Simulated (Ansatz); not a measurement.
# H2O+ (quartet): wave-function methods side by side, cc-pVTZ

Aim: climb from Hartree-Fock through coupled cluster and multireference methods for H2O+ (quartet) at one geometry and basis, and see what each rung misses.

Method: cc-pVTZ, core rule «outside noble gas», up to 1 orbitals frozen; program: Ansatz 0.2.0, Gaussian basis.

The runs, in order: UHF; CCSD(T) on ROHF; CCSD(T) on UHF; BCCD(T) on ROHF; CISD; CCSDT(Q) on ROHF; CCSDT(Q) on UHF; CASSCF and MRCISD+Q, 7 electrons in 6 orbitals; CASSCF and NEVPT2, 7 electrons in 6 orbitals.

10 further runs of the same task are left out: 2 that didn't finish, 8 set aside as unsound or not needed.

**1. The geometry**

The geometry is a PBE0/def2-TZVP stationary point (not a proven minimum) of the parent state, kept for this charge and spin.

3 atoms, charge 1, spin multiplicity 4.

Atoms are counted from 1 here; the program's logs count them from 0.

Bond lengths: O1–H2 1.004 Å, O1–H3 1.004 Å. Angles: H2–O1–H3 109.8°.

**2. UHF**

Input file in.yaml:

```yaml
crystal:
  periodic: [false, false, false]
  atoms:
    - {symbol: O, position_ang: [0.000000, -0.064607, 0.000000]}
    - {symbol: H, position_ang: [0.000000, 0.512764, -0.821140]}
    - {symbol: H, position_ang: [0.000000, 0.512764, 0.821140]}
basis:
  gaussian: {orbitals: cc-pVTZ}
total_charge: 1
magnetization: {spin_polarized: true, initial_magnetization: 3}
hamiltonian: {xc: hf}
output: {orbitals: {seedname: orbitals}}
```

Launch:

```bash
ansatz run in.yaml --threads 1 --pin off --events-out ev --progress --plain --max-ram 2393MiB
```

The runs that follow: CCSD(T) on ROHF; CCSD(T) on UHF; BCCD(T) on ROHF; CISD; CCSDT(Q) on ROHF; CCSDT(Q) on UHF; CASSCF and MRCISD+Q, 7 electrons in 6 orbitals; CASSCF and NEVPT2, 7 electrons in 6 orbitals.

**Question.** What will the summary of the whole plan be? Wanted: UCCSDT(Q) below the RHF energy; RMP2 from UCCSDT(Q); UMP2 from UCCSDT(Q); RCCSD from UCCSDT(Q); RCCSD(T) from UCCSDT(Q); UCCSD(T) from UCCSDT(Q); RCCSDT(Q) from UCCSDT(Q); NEVPT2 valence from UCCSDT(Q); MRCISD+Q valence from UCCSDT(Q).

**Answer**, as computed:

```
                         quantity                                                                     value
   UCCSDT(Q) below the RHF energy                                                                -5.2216 eV
              RMP2 from UCCSDT(Q)                                                                +673.1 meV
              UMP2 from UCCSDT(Q)                                                                +701.4 meV
             RCCSD from UCCSDT(Q)                                                                +151.9 meV
          RCCSD(T) from UCCSDT(Q)                                                                 +26.8 meV
          UCCSD(T) from UCCSDT(Q)                                                                 +25.2 meV
         RCCSDT(Q) from UCCSDT(Q)                                                                  +2.5 meV
    NEVPT2 valence from UCCSDT(Q)                                                                +673.1 meV
  MRCISD+Q valence from UCCSDT(Q)                                                                 +35.0 meV
levels within 1 kcal/mol (43 meV)  RCCSD(T), UCCSD(T), BCCD(T), RCCSDT, UCCSDT, RCCSDT(Q), MRCISD+Q valence
                    T1 diagnostic                                                                     0.014
   effectively unpaired electrons                                                                      3.00
```

RCCSD(T) lands +26.8 meV from the yardstick (0.5 % of the correlation energy). One determinant dominates. Of the multireference levels listed MRCISD+Q valence comes nearest in total energy (+35.0 meV), which doesn't show that its space is the better one. These misses are within one basis, not against nature; the frozen cores of restricted and unrestricted runs differ, which can shift their rows.
